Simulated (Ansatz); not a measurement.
A nudged elastic band was laid between two geometries of H3P + H3Si (8 atoms, charge 0, multiplicity 2).

Theory: UKS PBE0/def2-SVP in Ansatz 0.2.0.

- movable images: 5
- climbing image: yes
- spring: 5.0 eV/Å²
- optimiser: quadratic models (default)
- start path: through a guess of the saddle point
- force threshold: 0.03 eV/Å
- iteration limit: 60
- end points: relaxed

First end point:

```xyz
8
Properties=species:S:1:pos:R:3
H 0.687 0.214 1.087
P 1.674 0.934 1.834
Si -1.338 -0.928 -1.046
H 1.217 2.203 1.361
H 2.652 0.817 0.799
H -2.636 -0.240 -0.783
H -1.450 -2.404 -0.849
H -0.807 -0.595 -2.402
```

Last end point:

```xyz
8
Properties=species:S:1:pos:R:3
H -0.244 -0.410 0.246
P 1.873 1.095 1.955
Si -1.182 -0.857 -0.830
H 1.302 2.275 1.375
H 2.728 0.908 0.820
H -2.500 -0.180 -0.651
H -1.364 -2.336 -0.750
H -0.614 -0.496 -2.163
```

(1) What changes between the two ends?

(2) What energy profile does the band end with?

(3) What is the geometry of the highest image?

(4) What are the harmonic wavenumbers there?

Answers

(1) Bonds broken: H1–P2. Bonds formed: H1–Si3. H3P + H3Si becomes H2P + H4Si.

(2) It converged. The highest image is number 3 of 0 to 6, 0.083 eV above the first end and 0.414 eV above the last; the last end lies 0.331 eV below the first. A vibrational analysis at the climbing image gives one clearly imaginary mode, 300i cm⁻¹: a first-order saddle point.

| image | path coordinate (Å) | energy (eV) | H1–P2 (Å) | H1–Si3 (Å) |
| --- | --- | --- | --- | --- |
| 0 | 0.00 | 0.000 | 1.43 | 3.15 |
| 1 | 0.52 | 0.005 | 1.43 | 2.92 |
| 2 | 1.04 | 0.035 | 1.45 | 2.49 |
| 3 | 1.57 | 0.083 | 1.55 | 1.99 |
| 4 | 2.13 | -0.272 | 2.33 | 1.52 |
| 5 | 2.70 | -0.327 | 2.82 | 1.50 |
| 6 | 3.27 | -0.331 | 3.11 | 1.50 |

(3) 
```xyz
8
Properties=species:S:1:pos:R:3
H 0.286 -0.010 0.648
P 1.317 0.689 1.564
Si -0.975 -0.693 -0.732
H 0.892 1.977 1.109
H 2.323 0.589 0.554
H -2.287 -0.017 -0.493
H -1.102 -2.172 -0.557
H -0.454 -0.363 -2.094
```

(4) 300i, 32, 122, 139, 394, 401, 727, 781, 924, 926, 1064, 1074, 1114, 2205, 2240, 2240, 2401, 2415 cm⁻¹.

Time of the run: 54 s on 2 threads of Arm Neoverse V1, on a shared host, peak memory 0.15 GiB.
